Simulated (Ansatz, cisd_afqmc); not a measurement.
Species: BF3, charge 0, singlet. BF3 (trifluoroborane, SMILES FB(F)F).
B3LYP-D3(BJ)/def2-TZVP minimum from Ansatz (a program for electronic structure):
```xyz
4

B      0.0000     0.0000     0.0000
F      0.0168     1.3152     0.0316
F      1.1308    -0.6724    -0.0050
F     -1.1476    -0.6428    -0.0266
```

Total energies in cc-pVQZ, 24 correlated electrons, 4 frozen orbitals. Radicals and triplets start from unrestricted determinants; spin-orbit coupling is neglected. Correlated methods leave the cores frozen. No relativity. AFQMC is phaseless with a CISD trial state; ± is one standard error, without the phaseless bias. Outlying blocks are dropped, and bars are widened where a walk drifts. Over all cases where full CI ran beside it in this data, AFQMC minus full CI had a median of +0.1 mEh and passed +0.4 mEh in a tenth of the cases.

```tsv
method	program	energy (Eh)	minus AFQMC/CISD (mEh)
HF	Ansatz	-323.35202	941.6 ± 0.3
MP2	Ansatz	-324.26977	23.9 ± 0.3
CCSD	Ansatz	-324.26484	28.8 ± 0.3
CCSD(T)	Ansatz	-324.29334	0.3 ± 0.3
AFQMC/CISD	cisd_afqmc	-324.2937 ± 0.0003	0.0
```
